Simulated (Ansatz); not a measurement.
## Fluorite SrCl₂

Calculation: PBE (Ansatz, a quantum-chemistry and plane-wave program, PAW).

Run with plane-wave cutoff 520 eV, 6×6×6 k mesh, scalar-relativistic PAW data made under PBE.

Cell (measured lattice):

```yaml
crystal:
  lattice:
    - [0.00000, 3.48720, 3.48720]
    - [3.48720, 0.00000, 3.48720]
    - [3.48720, 3.48720, 0.00000]
  atoms:
    - { symbol: Sr, position: [0.00000, 0.00000, 0.00000] }
    - { symbol: Cl, position: [0.25000, 0.25000, 0.25000] }
    - { symbol: Cl, position: [0.75000, 0.75000, 0.75000] }
```

| Item | Result |
|---|---|
| elastic constant C11 | 72.7 GPa |
| elastic constant C12 | 20.9 GPa |
| elastic constant C44 | 9.28 GPa |
| Voigt–Reuss–Hill bulk modulus | 38.2 GPa |
| polycrystal shear modulus (Hill average) | 14.2 GPa |
| Young modulus | 37.9 GPa |
| Poisson ratio | 0.334 |

Note: the cell isn't this level's own, so it is under some stress, which shifts stiffness and frequencies.

Elastic constants are with the ions relaxed.

Computed values are for the static lattice.

The result took roughly 80 core-seconds.
